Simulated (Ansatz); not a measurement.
**The aluminium atom (doublet): the correlation ladder, cc-pV(D+d)Z**

Aim: climb from Hartree-Fock through coupled cluster and multireference methods for the aluminium atom (doublet) at one geometry and basis, and see what each rung misses.

The runs use Ansatz 0.2.0, Gaussian basis; cc-pV(D+d)Z, core rule «outside noble gas», up to 5 orbitals frozen.

To be run: UHF; CCSD(T) on ROHF; CCSD(T) on UHF; BCCD(T) on ROHF; CISD; CCSDT on ROHF; CCSDT on UHF; CASSCF and MRCISD+Q, 3 electrons in 4 orbitals; CASSCF and MRCISD+Q(relaxed), 3 electrons in 4 orbitals; CASSCF and NEVPT4(SD), 3 electrons in 4 orbitals; CASSCF and NEVPT2, 3 electrons in 4 orbitals; Full CI.

## (1) The atom

A free atom, in its lowest state of this spin that the program finds.

1 atom, charge 0, spin multiplicity 2.

## (2) UHF

Input file in.yaml:

```yaml
crystal:
  periodic: [false, false, false]
  atoms:
    - {symbol: Al, position_ang: [0.000000, 0.000000, 0.000000]}
basis:
  gaussian: {orbitals: "cc-pV(D+d)Z.json"}
magnetization: {spin_polarized: true, initial_magnetization: 1}
hamiltonian: {xc: hf}
output: {orbitals: {seedname: orbitals}}
```

Run with:

```sh
> ansatz run in.yaml --threads 1 --pin off --events-out ev --progress --plain --max-ram 2393MiB
```

The runs that follow: CCSD(T) on ROHF; CCSD(T) on UHF; BCCD(T) on ROHF; CISD; CCSDT on ROHF; CCSDT on UHF; CASSCF and MRCISD+Q, 3 electrons in 4 orbitals; CASSCF and MRCISD+Q(relaxed), 3 electrons in 4 orbitals; CASSCF and NEVPT4(SD), 3 electrons in 4 orbitals; CASSCF and NEVPT2, 3 electrons in 4 orbitals; Full CI.

Q: Predict the results of all the runs planned. Wanted: FCI below the RHF energy; RMP2 from FCI; UMP2 from FCI; RCCSD from FCI; RCCSD(T) from FCI; UCCSD(T) from FCI; NEVPT2 valence from FCI; NEVPT4(SD) valence from FCI; MRCISD+Q valence from FCI.

The runs gave:

| quantity | value |
| --- | --- |
| FCI below the RHF energy | -1.4188 eV |
| RMP2 from FCI | +487.7 meV |
| UMP2 from FCI | +483.4 meV |
| RCCSD from FCI | +34.0 meV |
| RCCSD(T) from FCI | +11.2 meV |
| UCCSD(T) from FCI | +10.3 meV |
| NEVPT2 valence from FCI | +237.9 meV |
| NEVPT4(SD) valence from FCI | +26.0 meV |
| MRCISD+Q valence from FCI | -20.6 meV |
| levels within 1 kcal/mol (43 meV) | CISD, RCCSD, UCCSD, RCCSD(T), UCCSD(T), BCCD(T), RCCSDT, UCCSDT, NEVPT4(SD) valence, MRCISD valence, MRCISD+Q valence, MRCISD+Q(relaxed) valence |
| T1 diagnostic | 0.027 |
| effectively unpaired electrons | 1.06 |

**Reading.** RCCSD(T) misses by +11.2 meV, 0.8 % of the correlation energy. MRCISD+Q valence, MRCISD+Q(relaxed) valence fall below full CI: the +Q correction isn't variational, and the cores differ from full CI's. One determinant dominates. Of the multireference levels listed MRCISD+Q valence comes nearest in total energy (-20.6 meV), which doesn't show that its space is the better one. These misses are within one basis, not against nature; the frozen cores of restricted and unrestricted runs differ, which can shift their rows.
